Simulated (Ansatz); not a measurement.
Litharge SnO, treated with PBEsol in Ansatz (PAW).

Settings: plane-wave cutoff 520 eV, 20×20×16 k mesh (along the axes of the cell as run), Fermi–Dirac smearing 0.05 eV, scalar-relativistic PAW data made under PBE.

Cell (measured lattice):

```xyz
4
Lattice="3.8010 0.0000 0.0000 0.0000 3.8010 0.0000 0.0000 0.0000 4.8350" Properties=species:S:1:pos:R:3 pbc="T T T"
Sn     1.9005     0.0000     3.6784
Sn     0.0000     1.9005     1.1566
O      1.9005     1.9005     0.0000
O      0.0000     0.0000     0.0000
```

Question: What does this level give for the Voigt–Reuss–Hill shear modulus (Hill average), elastic constant C33, elastic constant C44, Voigt–Reuss–Hill bulk modulus, elastic constant C11, elastic constant C12, elastic constant C13 and elastic constant C66?

Answer: 
- Voigt–Reuss–Hill shear modulus (Hill average) = 25.2 GPa
- elastic constant C33 = 30.9 GPa
- elastic constant C44 = 26.2 GPa
- Voigt–Reuss–Hill bulk modulus = 36.8 GPa
- elastic constant C11 = 94.5 GPa
- elastic constant C12 = 83.7 GPa
- elastic constant C13 = 9.61 GPa
- elastic constant C66 = 83.7 GPa

Note: the solid has no gap at this level, which affects its response; the cell isn't this level's own, so it is under some stress, which shifts stiffness and frequencies.

Elastic constants are with the ions relaxed.

Spin–orbit coupling is not included.

Cost on a shared machine: roughly 100 core-minutes.

Ansatz is a program for electronic structure.
